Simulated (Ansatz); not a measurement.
# CHOSi+ (quintet): the correlation ladder, cc-pVTZ

One table from this session's results is given with a row withheld; the runs are named, their logs left out.

Method: cc-pVTZ, core rule «outside noble gas», up to 7 orbitals frozen; program: Ansatz 0.2.0, Gaussian basis.

The runs, in order: UHF; CCSD(T) on ROHF; CCSD(T) on UHF; BCCD(T) on ROHF; CCSDT(Q) on ROHF; CCSDT(Q) on UHF.

6 further runs of the same task are left out: 1 for a known fault of the program, 5 set aside as unsound or not needed.

## The geometry

The geometry is a PBE0/def2-TZVP stationary point (not a proven minimum) of the parent state, kept for this charge and spin.

4 atoms, charge 1, spin multiplicity 5.

Atoms are counted from 1 here; the program's logs count them from 0.

Bond lengths: C1–O2 1.268 Å, O2–Si3 1.699 Å, Si3–H4 1.496 Å. Angles: C1–O2–Si3 139.4°, O2–Si3–H4 117.6°.

Geometry (Å):

```xyz
4
charge 1, multiplicity 5
C     0.0000    0.3330    1.7224
O     0.0000   -0.3122    0.6305
Si    0.0000   -0.0152   -1.0422
H     0.0000    1.4114   -1.4926
```

Set-up of the first run:

File in.yaml:

```yaml
crystal:
  periodic: [false, false, false]
  atoms:
    - {symbol: C, position_ang: [0.000000, 0.333035, 1.722367]}
    - {symbol: O, position_ang: [0.000000, -0.312160, 0.630489]}
    - {symbol: Si, position_ang: [0.000000, -0.015246, -1.042169]}
    - {symbol: H, position_ang: [0.000000, 1.411369, -1.492570]}
basis:
  gaussian: {orbitals: cc-pVTZ}
total_charge: 1
magnetization: {spin_polarized: true, initial_magnetization: 4}
hamiltonian: {xc: hf}
output: {orbitals: {seedname: orbitals}}
```

Run with:

```bash
$ ansatz run in.yaml --threads 1 --pin off --events-out ev --progress --plain --max-ram 4096MiB --backend cpu
```

Steps of the session up to this table: UHF; CCSD(T) on ROHF; CCSD(T) on UHF; BCCD(T) on ROHF; CCSDT(Q) on ROHF; CCSDT(Q) on UHF.

One table of the session follows, with a row left open; its other results are not shown here.

```
   method  from UCCSDT(Q) (meV)
     ROHF                     ?
      UHF              +11201.6
     RMP2               +1309.2
     UMP2               +1169.6
    RCCSD                +575.1
    UCCSD                +554.2
 RCCSD(T)                 +82.2
 UCCSD(T)                 +76.8
  BCCD(T)                 +70.0
   RCCSDT                 +36.6
   UCCSDT                 +34.9
RCCSDT(Q)                 +13.7
UCCSDT(Q)                     0
```

Estimate the missing values for ROHF.

**Answer.** from UCCSDT(Q) (meV): +11454.3. In the column «from UCCSDT(Q) (meV)» it is the highest.

To keep in mind: Restricted and unrestricted rows rest on different reference determinants; where their highest levels disagree by more than a few hundredths of an eV, they describe different states and don't form one ladder.
